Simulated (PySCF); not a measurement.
# CH3ClO: the cost of one run

Programs: PySCF 2.14.0. All values are calculated, for the isolated system unless a continuum is named. Atoms count from 0, parts from 1.

## Step 1: The system as given

6 atoms, charge 0, multiplicity 1; geometry: GFN2-xTB. Parts: 1 = atoms 0–1, `Cl`, charge 0; 2 = atoms 2–5, `C=O`, charge 0.

## Step 2: Optimising the geometry at PBE0-D3(BJ)/def2-SVPD

What the job is given:

```
{"job": {"xc": "PBE0", "basis": "def2-SVPD", "d3": "d3bj", "grid": 2, "kind": "geom"}, "charge": 0, "multiplicity": 1, "parts": [{"atoms": "0-1", "charge": 0, "multiplicity": 1}, {"atoms": "2-5", "charge": 0, "multiplicity": 1}]}
Cl     0.439334    -0.167775     0.539381
H     -0.405948     0.145753    -0.389062
C     -0.664669     0.226969    -2.970061
O     -1.271827     0.451870    -1.962996
H     -1.112574     0.352909    -3.965825
H      0.379219    -0.119964    -2.964570
```

Started as:

```sh
$ OMP_NUM_THREADS=1 python cluster_run.py task.json out
```

The driver reads the jobs from task.json and runs them one after another.

Q: Estimate the wall time and peak memory of this first job on 1 thread of Arm Neoverse N1, shared host.

About 26 s, with a peak of 0.43 GiB.
